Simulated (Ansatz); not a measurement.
Worked example: H2B–B⁺, doublet against H2B–B, triplet

Geometry (PBE0/def2-TZVP stationary point of a triplet), kept for both states (H2B–B, triplet: B1; H2B–B⁺, doublet: A1):

```yaml
atoms:
  - { symbol: B, position_ang: [0.0000, 0.0000, 0.6756] }
  - { symbol: B, position_ang: [0.0000, 0.0000, -0.9095] }
  - { symbol: H, position_ang: [0.0000, 1.0479, 1.2540] }
  - { symbol: H, position_ang: [0.0000, -1.0479, 1.2540] }
```

Basis cc-pVDZ; Ansatz 0.2.0. Only valence electrons are correlated (noble-gas cores frozen). Prefix R: restricted or restricted open-shell reference; prefix U: unrestricted.

Full CI isn't at hand for all of this; UCCSDTQ serves as the reference, and is uncertain by about the last step of the cluster series.

```csv
level,"E(H2B–B, triplet) (hartree)","E(H2B–B⁺, doublet) (hartree)"
UHF,-50.390859,-50.077359
UMP2,-50.511037,-50.178967
UCCSD(T),-50.547869,-50.213246
PBE,-50.627805,-50.280738
PBE0,-50.644665,-50.299455
UCCSDTQ,-50.549380,-50.214230
```

Question: Give the vertical gap, H2B–B⁺ doublet less H2B–B triplet, at each level in eV (1 hartree = 27.2114 eV), and each error against UCCSDTQ.

Answer: UCCSDTQ: (-50.214230 − (-50.549380)) × 27.2114 = 9.120 eV (the reference)
PBE0: (-50.299455 − (-50.644665)) × 27.2114 = 9.394 eV, error 0.274 eV
PBE: (-50.280738 − (-50.627805)) × 27.2114 = 9.444 eV, error 0.324 eV
UCCSD(T): (-50.213246 − (-50.547869)) × 27.2114 = 9.106 eV, error -0.014 eV
UMP2: (-50.178967 − (-50.511037)) × 27.2114 = 9.036 eV, error -0.084 eV
UHF: (-50.077359 − (-50.390859)) × 27.2114 = 8.531 eV, error -0.589 eV

Total energies of functionals can't be set beside those of wave-function methods, since they hold the core's correlation and their own absolute errors; only the differences compare.

In so small a basis the reference is far from its limit while semilocal and hybrid functionals are nearer theirs, so the functionals' errors here hold much of the reference's basis and frozen-core error, which can add to them or hide them.

Each level lands on the state that its own search finds. T1 diagnostics of restricted CCSD: 0.035 and 0.026.
